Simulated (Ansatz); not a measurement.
C3H4O, SMILES O=C1CC1, a geometry optimisation

Computed with Ansatz's Python interface.

Run as a notebook:

In [1]:
```python
from dataclasses import dataclass
import itertools

import ansatz as az
from ase import Atoms
from ase.data import atomic_numbers, covalent_radii
import numpy as np
```

In [2]:
```python
@dataclass
class RunConfig:
    basis_set: str = "def2-SVP"
    functional: str = "PBE"
    vdw: str = "d4"
```

In [3]:
```python
opts = RunConfig()
```

In [4]:
```python
atoms = Atoms(["O", "C", "C", "C", "H", "H", "H", "H"], positions=[
    (-1.7458, 0.4698, 0.8261),
    (-0.7413, 0.2038, 0.3298),
    (0.5202, 0.66, -0.0006),
    (0.0607, -0.8219, -0.2777),
    (0.6493, 1.3337, -0.8355),
    (1.2433, 0.8123, 0.8302),
    (-0.2511, -1.0927, -1.2835),
    (0.3569, -1.6222, 0.3554),
])
system = az.Crystal.molecule_from_ase(atoms)
```

In [5]:
```python
calc = (
    system.calculation()
    .basis(gaussian=opts.basis_set)
    .functional(opts.functional, dispersion=opts.vdw)
    .accuracy("medium")
)
symbols = [site.symbol for site in system.cartesian_sites]
start = np.array([site.position_ang for site in system.cartesian_sites], dtype=float)
def progress(event):
    if event["event"] == "relax_step":
        row = event["data"]
        print(f"step {row['step']:3d}  E = {row['lagrangian_ev']:.6f} eV  largest force component {row['allowed_force_max_ev_ang']:.4f} eV/A")
```

In [6]:
```python
rep = calc.relax(force_tolerance=0.005).session().plan().execute(on_event=progress).report
end = np.array(rep["positions_ang"])

for key in ("converged", "free_energy_ev", "reference_energy_ev", "n_frozen", "n_occupied", "n_virtual"):
    print(f"{key:22s} {rep[key]}")
```
```text
step   1  E = -5210.998139 eV  largest force component 5.5786 eV/A
step   2  E = -5211.423642 eV  largest force component 1.2922 eV/A
step   3  E = -5211.461044 eV  largest force component 0.3877 eV/A
step   4  E = -5211.464961 eV  largest force component 0.0694 eV/A
step   5  E = -5211.465152 eV  largest force component 0.0186 eV/A
step   6  E = -5211.465162 eV  largest force component 0.0045 eV/A
converged              True
free_energy_ev         -5211.4651890561445
reference_energy_ev    -5211.353002511131
n_frozen               0
n_occupied             [15, 15]
n_virtual              [61, 61]
```

In [7]:
```python
# pairs closer than 1.2 times the sum of covalent radii, before or after
radius = [covalent_radii[atomic_numbers[s]] for s in symbols]
span = lambda where, i, j: np.linalg.norm(where[i] - where[j])
bonded = [(i, j) for i, j in itertools.combinations(range(len(symbols)), 2) if min(span(start, i, j), span(end, i, j)) < 1.2 * (radius[i] + radius[j])]
print("pair        before    after (A)")
for i, j in bonded:
    print(f"{symbols[i]}{i}-{symbols[j]}{j}".ljust(10), f"{span(start, i, j):8.4f} {span(end, i, j):8.4f}")
```
```text
pair        before    after (A)
O0-C1        1.1516   1.2064
C1-C2        1.3815   1.4785
C1-C3        1.4368   1.4785
C2-C3        1.5761   1.5692
C2-H4        1.0806   1.1042
C2-H5        1.1119   1.1042
C3-H6        1.0873   1.1042
C3-H7        1.0626   1.1042
```

These settings explore the input space; basis and method may be short of convergence. The end point is the stationary point reached from this start; no frequency run checks that it is a minimum, and the basis set is modest. Total less reference energy is the dispersion correction. The whole script took 23 s on 1 thread of Arm Neoverse N1, on a shared host, peak memory 0.22 GiB.
